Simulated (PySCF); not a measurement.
Basis-set dependence of population analyses: `C=CC(=O)Cl`

Compound: C3H3ClO.
Z-matrix (Å and degrees, PBE0-D3(BJ)/def2-SVP geometry), rows numbered from 1:
```
C 
C   1  1.3362
C   2  1.4780  1  119.79
O   3  1.1867  2  127.09  1     0.64
Cl  3  1.7863  2  111.92  1  -179.26
H   1  1.0939  2  120.33  3    -0.06
H   1  1.0924  2  121.31  3   179.88
H   2  1.0915  1  122.76  3  -179.86
```

PBE0 throughout (PySCF), one geometry, spherical d and f functions. One conformer (not necessarily the lowest) at the PBE0-D3(BJ)/def2-SVP geometry, without solvent, vibrations or thermal averaging. The first 7 of 8 kinds of atom are listed.

Mulliken charges (e):

| basis | functions | C1 | C2 | C3 | O4 | Cl5 | H6 | H7 |
| --- | --- | --- | --- | --- | --- | --- | --- | --- |
| pcSseg-0 | 55 | -0.346 | -0.248 | +0.189 | -0.395 | +0.017 | +0.265 | +0.254 |
| cc-pVDZ | 89 | +0.043 | -0.079 | +0.093 | -0.147 | -0.105 | +0.075 | +0.071 |
| aug-cc-pVDZ | 146 | +0.216 | +1.511 | -0.074 | -0.457 | -0.100 | -0.303 | -0.327 |
| cc-pVTZ | 196 | -0.193 | -0.131 | +0.228 | -0.200 | -0.140 | +0.148 | +0.140 |
| IGLO-III | 214 | -0.147 | -0.178 | +0.354 | -0.382 | -0.018 | +0.137 | +0.129 |

IAO charges (e):

```json
{"basis": "pcSseg-0", "functions": "55", "C1": "-0.219", "C2": "-0.198", "C3": "+0.301", "O4": "-0.311", "Cl5": "-0.092", "H6": "+0.175", "H7": "+0.171"}
{"basis": "cc-pVDZ", "functions": "89", "C1": "-0.226", "C2": "-0.199", "C3": "+0.356", "O4": "-0.341", "Cl5": "-0.105", "H6": "+0.175", "H7": "+0.169"}
{"basis": "aug-cc-pVDZ", "functions": "146", "C1": "-0.232", "C2": "-0.203", "C3": "+0.367", "O4": "-0.359", "Cl5": "-0.103", "H6": "+0.180", "H7": "+0.174"}
{"basis": "cc-pVTZ", "functions": "196", "C1": "-0.233", "C2": "-0.203", "C3": "+0.368", "O4": "-0.358", "Cl5": "-0.101", "H6": "+0.180", "H7": "+0.173"}
{"basis": "IGLO-III", "functions": "214", "C1": "-0.234", "C2": "-0.203", "C3": "+0.364", "O4": "-0.364", "Cl5": "-0.092", "H6": "+0.181", "H7": "+0.174"}
```

Hirshfeld charges (e):

| basis | functions | C1 | C2 | C3 | O4 | Cl5 | H6 | H7 |
| --- | --- | --- | --- | --- | --- | --- | --- | --- |
| pcSseg-0 | 55 | -0.030 | -0.057 | +0.170 | -0.188 | -0.073 | +0.061 | +0.068 |
| cc-pVDZ | 89 | -0.037 | -0.056 | +0.171 | -0.184 | -0.076 | +0.062 | +0.067 |
| aug-cc-pVDZ | 146 | -0.043 | -0.064 | +0.164 | -0.202 | -0.052 | +0.067 | +0.071 |
| cc-pVTZ | 196 | -0.041 | -0.059 | +0.169 | -0.198 | -0.062 | +0.065 | +0.070 |
| IGLO-III | 214 | -0.043 | -0.065 | +0.161 | -0.207 | -0.037 | +0.067 | +0.070 |

Task: Which scheme is steadiest as the basis changes?

Result: Largest range over the bases for any column: Hirshfeld 0.04 e, IAO 0.07 e, Mulliken 1.76 e. Hirshfeld charges move least and Mulliken charges most, counted in e.

Task: How much do the charges still move between the two largest bases, cc-pVTZ and IGLO-III?

Result: At most, over all atoms: Mulliken 0.182 e, IAO 0.009 e, Hirshfeld 0.025 e.

Task: What do the same runs give for the total energy, the frontier levels and the dipole moment?

Result: 
```json
{"basis": "pcSseg-0", "energy (Eh)": "-650.1789", "HOMO (eV)": "-8.75", "LUMO (eV)": "-2.43", "μ (D)": "3.52"}
{"basis": "cc-pVDZ", "energy (Eh)": "-651.1759", "HOMO (eV)": "-8.44", "LUMO (eV)": "-2.14", "μ (D)": "3.08"}
{"basis": "aug-cc-pVDZ", "energy (Eh)": "-651.1901", "HOMO (eV)": "-8.65", "LUMO (eV)": "-2.42", "μ (D)": "3.16"}
{"basis": "cc-pVTZ", "energy (Eh)": "-651.2449", "HOMO (eV)": "-8.58", "LUMO (eV)": "-2.31", "μ (D)": "3.11"}
{"basis": "IGLO-III", "energy (Eh)": "-651.2432", "HOMO (eV)": "-8.59", "LUMO (eV)": "-2.37", "μ (D)": "3.07"}
```

The dipole is fixed by the density alone, so its range of 0.45 D shows that the density itself changes with the basis, not only its division among atoms.
